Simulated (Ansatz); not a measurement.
# Phosphorus (black phosphorus): adding exact exchange

Ansatz, plane waves with scalar-relativistic PAW, all at the r²SCAN geometry (a = 3.308 Å, b = 10.997 Å, c = 4.547 Å) on a 5×5×4 mesh, smearing 0.1 eV.

```tsv
functional	gap on the mesh (eV)	rough cost against r²SCAN
r²SCAN50	3.07	20×
r²SCAN	0.59	1×
r²SCAN0	1.78	17×
r²SCANh	1.05	8×
```

A gap read on a coarse mesh may be too large.
